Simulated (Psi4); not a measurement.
# C2H5O (methoxymethyl): levels of theory compared

Aim: a comparison of 4 runs (UHF/STO-3G, UDSD-PBEB95/DZ, UPBE/6-311+G**, REMP2/6-31G*) of C2H5O (methoxymethyl). 

The results are computed with Psi4 1.11.

7 further runs of the same task are left out: 3 that didn't finish, 4 set aside as unsound or not needed.

### Step 1. The structure to begin with

The species is C2H5O (8 atoms), meant as a doublet with charge 0. SMILES: `[CH2]OC`. The shape is that of a PBE0-D4/def2-TZVP optimisation. This is one conformer, not always the lowest.

Bond lengths: C1–O2 1.345 Å, O2–C3 1.409 Å, C1–H4 1.086 Å, C1–H5 1.081 Å, C3–H6 1.096 Å, C3–H7 1.089 Å, C3–H8 1.095 Å. Angles: C1–O2–C3 114.8°, O2–C1–H4 118.6°, O2–C1–H5 114.1°, O2–C3–H6 110.8°, O2–C3–H7 107.3°, O2–C3–H8 110.8°, H4–C1–H5 121.7°, H6–C3–H7 109.3°, H6–C3–H8 109.1°, H7–C3–H8 109.5°.

### Step 2. Energy and forces at UHF/STO-3G (run 1)

input.in

```
memory 1600 MB

molecule m {
  0 2
  C     -0.586500     0.912900    -0.728600
  O      0.587900     0.317800    -0.452300
  C      0.505300    -0.758100     0.453600
  H     -1.396600     0.822300    -0.011300
  H     -0.505100     1.765500    -1.387400
  H      0.073100    -0.432300     1.407000
  H      1.519500    -1.117200     0.622000
  H     -0.105500    -1.568000     0.041200
  units angstrom
  symmetry c1
}

set {
  basis         STO-3G
  reference     uhf
  puream        true
  e_convergence 1e-09
  d_convergence 1e-08
  scf_type      pk
  maxiter       200
}

energy_value = gradient("scf")
```

The run is started by

```console
$ psi4 input.in input.out -n 1
```

input.out:

```text
[...]
  Running in c1 symmetry.
[...]
  Nuclear repulsion =   77.767758162902197
[...]
  Multiplicity = 2
[...]
  Nalpha       = 13
  Nbeta        = 12
[...]
    Number of basis functions: 20
[...]
   @UHF iter   1:  -151.46023236812655   -2.41402e+00   1.03440e-02 DIIS/ADIIS
[...]
   @UHF iter  14:  -151.49466615513157   -2.84217e-13   5.64379e-09 DIIS
[...]
   @S^2 Observed:                7.594009153E-01
[...]
    Orbital Energies [Eh]
    ---------------------
    Alpha Occupied:
       1A    -20.295369     2A    -11.103067     3A    -11.042430
       4A     -1.339916     5A     -0.930286     6A     -0.820748
       7A     -0.620445     8A     -0.612793     9A     -0.588522
      10A     -0.499444    11A     -0.467620    12A     -0.400577
      13A     -0.257146
    Alpha Virtual:
      14A      0.571083    15A      0.638486    16A      0.682347
      17A      0.690489    18A      0.719775    19A      0.747514
      20A      0.846607
[...]
  @UHF Final Energy:  -151.49466615513157
   => Energetics <=
    Nuclear Repulsion Energy =             77.7677581629021972
    One-Electron Energy =                -361.1119429734541200
    Two-Electron Energy =                 131.8495186554203826
    Total Energy =                       -151.4946661551315685
  UHF NO Occupations:
  HONO-2 :   11  A 1.9989288
  HONO-1 :   12  A 1.9972482
[...]
 Multipole Moments:
 ------------------------------------------------------------------------------------
     Multipole            Electronic (a.u.)      Nuclear  (a.u.)        Total (a.u.)
 ------------------------------------------------------------------------------------
 L = 1.  Multiply by 2.5417464519 to convert [e a0] to [Debye]
 Dipole X            :          0.9444450           -1.2205433           -0.2760983
 Dipole Y            :          0.9483254           -1.1625975           -0.2142720
 Dipole Z            :         -1.3135098            1.6544282            0.3409184
 Magnitude           :                                                    0.4882296
[...]
  -Total Gradient:
     Atom            X                  Y                   Z
    ------   -----------------  -----------------  -----------------
       1        0.042858800363    -0.006630827386     0.007673769899
       2       -0.053995574923    -0.000763519572     0.008212370584
       3        0.009673167040     0.009373300297    -0.009881257246
       4        0.002137489341    -0.006405282200     0.000788915726
       5        0.002123084002    -0.004904732976    -0.000966125639
       6       -0.000541863160     0.004141967897    -0.000713247750
       7       -0.001430477075     0.002405765416    -0.001403592347
       8       -0.000824625588     0.002783328524    -0.003710833226
[...]
```

It took 2.1 s on 1 thread of Intel Xeon Platinum 8259CL at 2.50GHz (Skylake/Cascade Lake), shared host; peak memory 0.18 GiB.

### Step 3. The energy at UDSD-PBEB95/DZ (density fitting for correlation, Cartesian functions) (run 2)

c2h5o.xyz

```xyz
8
C2H5O
C     -0.586500     0.912900    -0.728600
O      0.587900     0.317800    -0.452300
C      0.505300    -0.758100     0.453600
H     -1.396600     0.822300    -0.011300
H     -0.505100     1.765500    -1.387400
H      0.073100    -0.432300     1.407000
H      1.519500    -1.117200     0.622000
H     -0.105500    -1.568000     0.041200
```

calc.py

```python
import psi4

psi4.set_memory('1600 MB')
psi4.set_num_threads(1)
psi4.core.set_output_file('run.log', False)

with open('c2h5o.xyz') as f:
    atoms = ''.join(f.readlines()[2:])
mol = psi4.geometry('0 2\n' + atoms + '')

psi4.set_options(dict(basis='DZ', reference='uks', scf_type='pk', freeze_core=True))

E, wfn = psi4.energy('DSD-PBEB95', return_wfn=True)
print(f'DSD-PBEB95 energy: {E:.10f} Eh')
for k, v in sorted(psi4.core.scalar_variables().items()):
    print(f'{k:45s} {v:18.10f}')
```

The run is started by

```console
$ python calc.py
```

run.log:

```text
[...]
  Running in c1 symmetry.
[...]
  Nuclear repulsion =   77.767758162902197
[...]
  Multiplicity = 2
[...]
  Nalpha       = 13
  Nbeta        = 12
[...]
    Number of basis functions: 40
[...]
   @UKS iter   1:  -153.76144721240772   -5.63498e-01   7.84354e-03 ADIIS/DIIS
[...]
   @UKS iter  10:  -153.81878746963923   -5.76736e-09   3.94074e-07 DIIS
[...]
   @S^2 Observed:                7.566064933E-01
[...]
    Orbital Energies [Eh]
    ---------------------
    Alpha Occupied:
       1A    -20.026072     2A    -10.874487     3A    -10.864829
       4A     -1.293559     5A     -0.895176     6A     -0.778074
       7A     -0.612276     8A     -0.603536     9A     -0.591687
      10A     -0.493257    11A     -0.457843    12A     -0.428397
      13A     -0.266483
    Alpha Virtual:
      14A      0.184915    15A      0.216512    16A      0.233347
      17A      0.273076    18A      0.288582    19A      0.321325
      20A      0.355961    21A      0.366557    22A      0.386540
      23A      0.420183    24A      0.428870    25A      0.557745
[...]
  @UKS Final Energy:  -153.81878746963923
   => Energetics <=
    Nuclear Repulsion Energy =             77.7677581629021972
    One-Electron Energy =                -362.3997545071876516
    Two-Electron Energy =                 137.5467927056371309
    DFT Exchange-Correlation Energy =      -6.7335838309909422
    Empirical Dispersion Energy =           0.0000000000000000
    VV10 Nonlocal Energy =                  0.0000000000000000
    Total Energy =                       -153.8187874696392328
[...]
 Multipole Moments:
 ------------------------------------------------------------------------------------
     Multipole            Electronic (a.u.)      Nuclear  (a.u.)        Total (a.u.)
 ------------------------------------------------------------------------------------
 L = 1.  Multiply by 2.5417464519 to convert [e a0] to [Debye]
 Dipole X            :          0.8422294           -1.2205433           -0.3783139
 Dipole Y            :          0.8498333           -1.1625975           -0.3127642
 Dipole Z            :         -1.0925976            1.6544282            0.5618305
 Magnitude           :                                                    0.7460539
[...]
```

Standard output:

```text
DSD-PBEB95 energy: -153.9521039915 Eh
CURRENT ENERGY                                   -153.9521039915
CURRENT REFERENCE ENERGY                         -153.8187874696
DD SOLVATION ENERGY                                 0.0000000000
DFT FUNCTIONAL TOTAL ENERGY                      -153.8187874696
DFT TOTAL ENERGY                                 -153.9521039915
DFT VV10 ENERGY                                     0.0000000000
DFT XC ENERGY                                      -6.7335838310
DOUBLE-HYBRID CORRECTION ENERGY                    -0.1333165218
DSD-PBEB95 DOUBLE-HYBRID CORRECTION ENERGY         -0.1333165218
DSD-PBEB95 TOTAL ENERGY                          -153.9521039915
GRID ELECTRONS ALPHA                               13.0000052855
GRID ELECTRONS BETA                                12.0000050880
GRID ELECTRONS TOTAL                               25.0000103735
NUCLEAR REPULSION ENERGY                           77.7677581629
ONE-ELECTRON ENERGY                              -362.3997545072
PCM POLARIZATION ENERGY                             0.0000000000
PE ENERGY                                           0.0000000000
SCF ITERATION ENERGY                             -153.8187874696
SCF ITERATIONS                                     10.0000000000
SCF TOTAL ENERGY                                 -153.8187874696
TWO-ELECTRON ENERGY                               137.5467927056
XC GRID RADIAL POINTS                              75.0000000000
XC GRID SPHERICAL POINTS                          302.0000000000
XC GRID TOTAL POINTS                           173174.0000000000
```

It took 11 s on 1 thread of Intel Xeon Platinum 8259CL at 2.50GHz (Skylake/Cascade Lake), shared host; peak memory 0.67 GiB.

Run 3 isn't shown in full; the table further down has it.

### Step 4. A single-point energy at REMP2/6-31G(d) (density fitting, density fitting for correlation, Cartesian functions) (run 4)

c2h5o.py

```python
import psi4

psi4.set_memory('1600 MB')
psi4.set_num_threads(1)
psi4.core.set_output_file('run.log', False)

mol = psi4.geometry("""
0 2
C     -0.586500     0.912900    -0.728600
O      0.587900     0.317800    -0.452300
C      0.505300    -0.758100     0.453600
H     -1.396600     0.822300    -0.011300
H     -0.505100     1.765500    -1.387400
H      0.073100    -0.432300     1.407000
H      1.519500    -1.117200     0.622000
H     -0.105500    -1.568000     0.041200
""")

psi4.set_options({
    'basis': '6-31G*',
    'reference': 'uhf',
    'scf_type': 'df',
    'freeze_core': True,
    'cc_type': 'df',
})

result = psi4.energy("remp2")
print(f'total energy {result:.8f} hartree = {result * 27.211386:.5f} eV')
```

The run is started by

```console
$ python c2h5o.py
```

run.log:

```text
[...]
  Running in c1 symmetry.
[...]
  Nuclear repulsion =   77.767758162902197
[...]
  Multiplicity = 2
[...]
  Nalpha       = 13
  Nbeta        = 12
[...]
    Number of basis functions: 55
[...]
   @DF-UHF iter   1:  -153.38655015489368   -7.37549e-01   4.86672e-03 ADIIS/DIIS
[...]
   @DF-UHF iter  15:  -153.43589280503065   -1.22213e-12   8.20903e-09 DIIS
[...]
   @S^2 Observed:                7.604522150E-01
[...]
    Orbital Energies [Eh]
    ---------------------
    Alpha Occupied:
       1A    -20.581749     2A    -11.278430     3A    -11.269280
       4A     -1.407289     5A     -0.979880     6A     -0.867033
       7A     -0.673306     8A     -0.666883     9A     -0.652528
      10A     -0.544949    11A     -0.515353    12A     -0.489713
      13A     -0.322339
    Alpha Virtual:
      14A      0.245107    15A      0.283807    16A      0.307469
      17A      0.316514    18A      0.326845    19A      0.346545
      20A      0.445724    21A      0.716421    22A      0.767420
      23A      0.773984    24A      0.789702    25A      0.817464
[...]
  @DF-UHF Final Energy:  -153.43589280503065
   => Energetics <=
    Nuclear Repulsion Energy =             77.7677581629021972
    One-Electron Energy =                -362.4776615372886681
    Two-Electron Energy =                 131.2740105693558519
    Total Energy =                       -153.4358928050306474
  UHF NO Occupations:
  HONO-2 :   11  A 1.9990030
  HONO-1 :   12  A 1.9969768
[...]
 Multipole Moments:
 ------------------------------------------------------------------------------------
     Multipole            Electronic (a.u.)      Nuclear  (a.u.)        Total (a.u.)
 ------------------------------------------------------------------------------------
 L = 1.  Multiply by 2.5417464519 to convert [e a0] to [Debye]
 Dipole X            :          0.8920647           -1.2205433           -0.3284786
 Dipole Y            :          0.9242640           -1.1625975           -0.2383334
 Dipole Z            :         -1.2337095            1.6544282            0.4207186
 Magnitude           :                                                    0.5845555
[...]
	DF-SCS-MP2 Total Energy (a.u.)     :  -153.84460156756890
	DF-SOS-MP2 Total Energy (a.u.)     :  -153.84139346091271
	DF-SCSN-MP2 Total Energy (a.u.)    :  -153.61752725917975
[...]
	DF-MP2 Total Energy (a.u.)         :  -153.85101778088128
[...]
```

The script printed:

```text
total energy -153.88118059 hartree = -4187.32020 eV
```

Run time: 6 s. Hardware: 1 thread of Intel Xeon Platinum 8259CL at 2.50GHz (Skylake/Cascade Lake), shared host; peak memory 0.21 GiB.

### Step 5. Overview of the runs

| run | level | task | Cartesian functions | energy (Eh) | HOMO energy (eV) | LUMO energy (eV) | ⟨S²⟩ | wall time |
| --- | --- | --- | --- | --- | --- | --- | --- | --- |
| 1 | UHF/STO-3G | gradient | no | -151.494666 | -7.00 | 9.29 | 0.759 | 2.1 s |
| 2 | UDSD-PBEB95/DZ (density fitting for correlation, Cartesian functions) | energy | yes | -153.952104 | -7.25 | 1.89 | 0.757 | 11 s |
| 3 | UPBE/6-311+G** | gradient | no | -154.215352 | -3.72 | -2.03 | 0.753 | 51 s |
| 4 | REMP2/6-31G* (density fitting, density fitting for correlation, Cartesian functions) | energy | yes | -153.881181 | -8.77 | 4.89 | 0.760 | 6 s |

### Step 6. What came out

| quantity | value |
| --- | --- |
| run 4: total energy | -153.88118 Eh |
| run 4: HOMO energy (Hartree–Fock orbitals) (highest over α and β) | -8.77 eV |
| run 4: LUMO energy (Hartree–Fock orbitals) (lowest over α and β) | 4.89 eV |
| run 4: correlation energy (3 core orbitals frozen) | -445.3 mEh |
| run 4: ⟨S²⟩ of the reference determinant | 0.760 |

What this shows: Totals of different functionals can't be ranked against each other. In run 1 the basis is minimal, so the values are rough. All runs together took 71 s, the longest 51 s.
